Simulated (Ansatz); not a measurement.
Computed with Ansatz.

Basis-set series for `CC1=CCCO1`. The species carries charge 0 and has multiplicity 1. The structure was optimised at the PBE0-D4/def2-TZVP level.

| functional | basis | functions | energy (Eh) | HOMO (eV) | LUMO (eV) |
| --- | --- | --- | --- | --- | --- |
| PBE0-D4 | def2-SVP | 124 | -270.04309 | -5.85 | 1.22 |
| PBE0-D4 | def2-TZVPP | 298 | -270.34225 | -5.93 | 1.05 |
| ωB97M-V | def2-SVP | 124 | -270.22020 | -8.08 | 3.36 |
| ωB97M-V | def2-TZVPP | 298 | -270.53270 | -8.16 | 2.85 |

Give the rows for def2-QZVPP. (Best estimate.)

The calculation gave: 
```csv
functional,basis,functions,energy (Eh),HOMO (eV),LUMO (eV)
PBE0-D4,def2-QZVPP,582,-270.35705,-5.96,0.86
ωB97M-V,def2-QZVPP,582,-270.54694,-8.19,2.00
```

Positive LUMOs are unbound and depend on the basis.
